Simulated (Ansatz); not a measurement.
Heat of formation of C2H4 (SMILES C=C) from total energies

The species is C2H4 (6 atoms), meant as a singlet with charge 0. SMILES: `C=C`. Geometry: relaxed at PBE0-D4/def2-TZVP.

Total energies at r2SCAN0/def2-TZVP (Ansatz 0.2.0); the atoms run unrestricted:

```tsv
species	state	energy (Eh)
C2H4	singlet	-78.553236
C	triplet	-37.834064
H	doublet	-0.499870
```

Harmonic wavenumbers at PBE0-D4/def2-TZVP, in cm⁻¹: 828, 979, 984, 1067, 1239, 1382, 1466, 1704, 3146, 3162, 3222, 3250.

Measured heats of formation of the gaseous atoms at 298.15 K, in kJ/mol: C 716.9, H 218.0. Take 1 Eh = 2625.50 kJ/mol, 1 cm⁻¹ = 0.0119627 kJ/mol, RT = 2.479 kJ/mol.

What heat of formation follows?


1. Electronic atomisation energy: 2 × (-37.834064) + 4 × (-0.499870) − (-78.553236) = 0.885628 Eh = 2325.2 kJ/mol.
2. Zero-point energy: half the sum of the wavenumbers, 11214.5 cm⁻¹ = 134.2 kJ/mol.
3. Thermal vibrational enthalpy, Σ hcν̃/(exp(hcν̃/kT) − 1): 0.5 kJ/mol. Translation, rotation and pV of a non-linear molecule: 4 RT = 9.9 kJ/mol.
4. The 6 free atoms carry 5/2 RT each: 37.2 kJ/mol.
5. Atomisation enthalpy at 298 K: 2325.2 − 134.2 − 0.5 − 9.9 + 37.2 = 2217.8 kJ/mol.
6. Sum of the atoms' heats of formation: 2305.8 kJ/mol. Heat of formation: 2305.8 − 2217.8 = +88.0 kJ/mol.

The tabulated value is +52.6 kJ/mol (Active Thermochemical Tables), so this level is off by +35.4 kJ/mol, or 1.6 % of the atomisation enthalpy that the table implies (2253.2 kJ/mol). Anharmonicity and any spin-orbit splitting of the molecule are left out.
